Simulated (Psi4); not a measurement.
**C2H2F2 (vinylidene fluoride): levels of theory compared**

We compute a comparison of 4 runs (HF/STO-3G, HF/3-21G, B3LYP/6-31G*, HSE06/aug-cc-pVDZ) of C2H2F2 (vinylidene fluoride). 

The calculation is run with Psi4 1.11.

2 further runs of the same task are left out: 2 set aside as unsound or not needed. Runs told in other sessions of the task aren't counted.

### Step 1. The system as given

C2H2F2: 6 atoms, total charge 0, spin state singlet. SMILES: `C=C(F)F`. The C2–F3 distance was set to 1.707 Å, away from the relaxed value.

Bond lengths: C1–C2 1.315 Å, C2–F4 1.313 Å, C1–H5 1.079 Å, C1–H6 1.079 Å. Angles: C1–C2–F4 125.2°, C2–C1–H5 119.7°, C2–C1–H6 119.7°, H5–C1–H6 120.6°. A long bond or contact: C2–F3 1.707 Å.

### Step 2. The energy at HF/STO-3G (run 1)

File run.py:

```python
import psi4

psi4.set_memory('1600 MB')
psi4.set_num_threads(1)
psi4.set_output_file('run.log', False)

mol = psi4.geometry("""
0 1
C      0.09838670     0.87248655    -1.70195538
C      0.51582720    -0.76326038     0.12068547
F     -0.85963641    -0.68710442     3.03792372
F      2.05444221    -2.70495397    -0.02501241
H      1.06233600     0.66386079    -3.48585684
H     -1.20495741     2.41034567    -1.39922125
units au
symmetry c1
no_reorient
no_com
""")

psi4.set_options({
    'basis': 'STO-3G',
    'puream': True,
    'e_convergence': 1e-09,
    'd_convergence': 1e-08,
    'scf_type': 'pk',
})

e_tot = psi4.energy("hf")
print(f'total energy {e_tot:.8f} hartree = {e_tot * 27.211386:.5f} eV')
```

On the command line:

```bash
$ python run.py
```

run.log:

```text
[...]
  Running in c1 symmetry.
[...]
  Nuclear repulsion =  108.618786242353295
[...]
  Multiplicity = 1
[...]
  Nalpha       = 16
  Nbeta        = 16
[...]
    Number of basis functions: 22
[...]
   @RHF iter   1:  -271.72878063639013   -2.14591e+00   2.01790e-02 ADIIS/DIIS
[...]
   @RHF iter  12:  -271.91857360939889   -1.64846e-12   8.78603e-09 DIIS
[...]
    Orbital Energies [Eh]
    ---------------------
    Doubly Occupied:
       1A    -26.019445     2A    -25.932002     3A    -11.159342
       4A    -11.039200     5A     -1.568344     6A     -1.419652
       7A     -0.998544     8A     -0.730963     9A     -0.625969
      10A     -0.613661    11A     -0.592251    12A     -0.522644
      13A     -0.471482    14A     -0.463946    15A     -0.412501
      16A     -0.324871
[...]
  @RHF Final Energy:  -271.91857360939889
   => Energetics <=
    Nuclear Repulsion Energy =            108.6187862423532948
    One-Electron Energy =                -595.2850872072958737
    Two-Electron Energy =                 214.7477273555437023
    Total Energy =                       -271.9185736093988908
[...]
 Multipole Moments:
 ------------------------------------------------------------------------------------
     Multipole            Electronic (a.u.)      Nuclear  (a.u.)        Total (a.u.)
 ------------------------------------------------------------------------------------
 L = 1.  Multiply by 2.5417464519 to convert [e a0] to [Debye]
 Dipole X            :        -14.2635578           14.2959142            0.0323564
 Dipole Y            :         26.9975577          -26.7989620            0.1985957
 Dipole Z            :        -13.1486855           12.7435042           -0.4051812
 Magnitude           :                                                    0.4523925
[...]
```

On the terminal:

```text
total energy -271.91857361 hartree = -7399.28127 eV
```

Run time: 2 s. Hardware: 1 thread of Intel Xeon Platinum 8259CL at 2.50GHz (Skylake/Cascade Lake), shared host; peak memory 0.18 GiB.

### Step 3. Energy and forces at HF/3-21G (run 2)

File c2h2f2.in:

```
memory 1600 MB

molecule {
  0 1
  C
  C 1 1.314656
  F 2 1.7072 1 125.18535
  F 2 1.313249 1 125.188 3 -179.99944
  H 1 1.078669 2 119.68351 4 0.00229
  H 1 1.078712 5 120.63326 2 -179.99501
  symmetry c1
  no_reorient
  no_com
}

set {
  basis 3-21G
  puream true
  e_convergence 1e-09
  d_convergence 1e-08
  scf_type pk
}

energy_value = gradient("hf")
```

On the command line:

```bash
$ psi4 -n 1 c2h2f2.in c2h2f2.out
```

c2h2f2.out:

```text
[...]
  Running in c1 symmetry.
[...]
  Nuclear repulsion =  108.618774802423445
[...]
  Multiplicity = 1
[...]
  Nalpha       = 16
  Nbeta        = 16
[...]
    Number of basis functions: 40
[...]
   @RHF iter   1:  -274.05241119599668   -9.96697e-01   1.19208e-02 DIIS/ADIIS
[...]
   @RHF iter  13:  -274.17918849753477   -3.58114e-12   4.98706e-09 DIIS
[...]
    Orbital Energies [Eh]
    ---------------------
    Doubly Occupied:
       1A    -26.241530     2A    -26.145651     3A    -11.402489
       4A    -11.225395     5A     -1.685036     6A     -1.495918
       7A     -1.098195     8A     -0.845909     9A     -0.747433
      10A     -0.737306    11A     -0.720407    12A     -0.627135
      13A     -0.600057    14A     -0.589787    15A     -0.560851
      16A     -0.424054
[...]
  @RHF Final Energy:  -274.17918849753477
   => Energetics <=
    Nuclear Repulsion Energy =            108.6187748024234452
    One-Electron Energy =                -595.3016204365994781
    Two-Electron Energy =                 212.5036571366412943
    Total Energy =                       -274.1791884975347102
[...]
  -Total Gradient:
     Atom            X                  Y                   Z
    ------   -----------------  -----------------  -----------------
       1       -0.000007522664     0.024053065459    -0.024043778076
       2        0.000001568802     0.084921201835    -0.030332075623
       3       -0.000000111220    -0.109947489619     0.080678443069
       4        0.000000487024     0.003387335516    -0.017231254946
       5        0.000002263614     0.005965296690    -0.005437532047
       6        0.000003314444    -0.008379409881    -0.003633802376
[...]
```

Run time: 2.3 s. Hardware: 1 thread of Intel Xeon Platinum 8259CL at 2.50GHz (Skylake/Cascade Lake), shared host; peak memory 0.18 GiB.

Run 3 isn't shown in full; the table further down has it.

### Step 4. The energy at HSE06/aug-cc-pVDZ (run 4)

File c2h2f2.xyz:

```xyz
6
C2H2F2
C      0.052064     0.461700    -0.900636
C      0.272964    -0.403900     0.063864
F     -0.454900    -0.363600     1.607600
F      1.087164    -1.431400    -0.013236
H      0.562164     0.351300    -1.844636
H     -0.637636     1.275500    -0.740436
```

File calc.py:

```python
import psi4

psi4.set_memory('1600 MB')
psi4.set_num_threads(1)
psi4.core.set_output_file('c2h2f2.out', False)

with open('c2h2f2.xyz') as f:
    atoms = ''.join(f.readlines()[2:])
mol = psi4.geometry('0 1\n' + atoms + 'symmetry c1\nno_reorient\nno_com')

psi4.set_options({
    'puream': True,
    'e_convergence': 1e-09,
    'd_convergence': 1e-08,
    'scf_type': 'pk',
    'dft_radial_points': 99,
    'dft_spherical_points': 590,
})

E = psi4.energy("hse06/aug-cc-pVDZ")
print(f'hse06/aug-cc-pVDZ energy: {E:.10f} Eh')
```

On the command line:

```bash
$ python calc.py
```

c2h2f2.out:

```text
[...]
  Running in c1 symmetry.
[...]
  Nuclear repulsion =  108.618786124135696
[...]
  Multiplicity = 1
[...]
  Nalpha       = 16
  Nbeta        = 16
[...]
    Number of basis functions: 110
[...]
   @RKS iter   1:  -276.54520391174594   -4.61914e-01   6.35538e-03 ADIIS/DIIS
[...]
   @RKS iter  12:  -276.78824092148108   -3.29692e-12   1.24218e-09 DIIS
[...]
  @RKS Final Energy:  -276.78824092148108
   => Energetics <=
    Nuclear Repulsion Energy =            108.6187861241356956
    One-Electron Energy =                -597.1854765723037417
    Two-Electron Energy =                 236.5933581683293312
    DFT Exchange-Correlation Energy =     -24.8149086416423721
    Empirical Dispersion Energy =           0.0000000000000000
    VV10 Nonlocal Energy =                  0.0000000000000000
    Total Energy =                       -276.7882409214810764
[...]
 Multipole Moments:
 ------------------------------------------------------------------------------------
     Multipole            Electronic (a.u.)      Nuclear  (a.u.)        Total (a.u.)
 ------------------------------------------------------------------------------------
 L = 1.  Multiply by 2.5417464519 to convert [e a0] to [Debye]
 Dipole X            :        -14.0975505           14.2959142            0.1983637
 Dipole Y            :         27.1869033          -26.7989621            0.3879412
 Dipole Z            :        -13.8341841           12.7435042           -1.0906799
 Magnitude           :                                                    1.1744910
[...]
```

On the terminal:

```text
hse06/aug-cc-pVDZ energy: -276.7882409215 Eh
```

Wall time 61 s (1 thread of Intel Xeon Platinum 8259CL at 2.50GHz (Skylake/Cascade Lake), shared host); peak memory 0.69 GiB.

### Step 5. All runs side by side

```tsv
run	level	task	integration grid	energy (Eh)	dipole moment (D)	HOMO energy (eV)	LUMO energy (eV)	wall time
1	HF/STO-3G	energy	–	-271.918574	1.15	-8.84	8.29	2 s
2	HF/3-21G	gradient	–	-274.179188	3.04	-11.54	4.17	2.3 s
3	B3LYP/6-31G* (spherical functions)	gradient	99 radial × 590 angular	-276.997845	2.54	-7.92	-1.11	14 s
4	HSE06/aug-cc-pVDZ	energy	99 radial × 590 angular	-276.788241	2.99	-8.26	-2.00	61 s
```

### Step 6. Summary of results

| quantity | value |
| --- | --- |
| run 4: total energy | -276.78824 Eh |
| run 4: dipole moment | 2.99 D |
| run 4: HOMO energy | -8.26 eV |
| run 4: LUMO energy | -2.00 eV |
| run 4: HOMO–LUMO gap | 6.26 eV |

In words: The dipole moment (its size) runs from 1.15 D (HF/STO-3G) to 3.04 D (HF/3-21G). The HOMO–LUMO gap runs from 6.26 eV (HSE06/aug-cc-pVDZ) to 17.13 eV (HF/STO-3G). The two ends differ in method and basis. Totals of different functionals can't be ranked against each other. In run 1 the basis is minimal, so the values are rough. All runs together took 79 s, the longest 61 s.
